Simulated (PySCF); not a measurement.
## MgCl: energy against distance

Set-up: basis Mg pcseg-1, Cl pcseg-1; no relativity; PySCF 2.14. Energies in eV from Mg + Cl in their ground configurations at the same level. State: ²Σ⁺ (doublet), unpaired electrons σ ↑.

```csv
R (Å),UHF-CCSD,UHF-SCS-MP2,PBE,M06-2X
1.957,,-2.047,-2.322,-2.283
2.048,-2.194,-2.465,-2.719,-2.664
2.139,-2.427,-2.698,-2.939,-2.867
2.208,-2.513,-2.784,-3.020,-2.937
2.276,-2.543,-2.814,-3.048,-2.954
2.344,-2.530,-2.801,-3.034,-2.930
2.435,-2.461,-2.731,-2.968,-2.853
2.549,-2.318,-2.587,-2.835,-2.708
2.686,-2.094,-2.362,-2.630,-2.491
2.868,,-2.018,-2.328,-2.171
```

Task: Put a parabola through the three lowest points of the UHF-CCSD curve and estimate Re, k and ωe (reduced mass 14.23 u; 1 eV/Å² = 0.16022 mdyn/Å; ωe = 1302.8·√(k/μ) cm⁻¹).

Result: Through R = 2.208, 2.276, 2.344 Å the second-order coefficient is 4.65 eV/Å², so Re ≈ 2.289 Å, k ≈ 1.49 mdyn/Å and ωe ≈ 422 cm⁻¹. A polynomial fit of higher order to the unrounded UHF-CCSD energies gives Re = 2.286 Å, k = 1.44 mdyn/Å, ωe = 414 cm⁻¹; anharmonicity and rounding make the difference.

The higher-order fit for each curve: UHF-CCSD: Re = 2.286 Å, ωe = 414 cm⁻¹, De = 2.54 eV; UHF-SCS-MP2: Re = 2.286 Å, ωe = 415 cm⁻¹, De = 2.81 eV; PBE: Re = 2.284 Å, ωe = 403 cm⁻¹, De = 3.05 eV; M06-2X: Re = 2.267 Å, ωe = 412 cm⁻¹, De = 2.95 eV.

Correlated steps freeze 6 core orbitals. Correlated levels converge slowly with the basis: in double zeta they bind strong bonds too weakly, by up to about 1 eV, and carry superposition errors of some tenths. The state was picked by a PBE0 search and need not be the measured ground state.
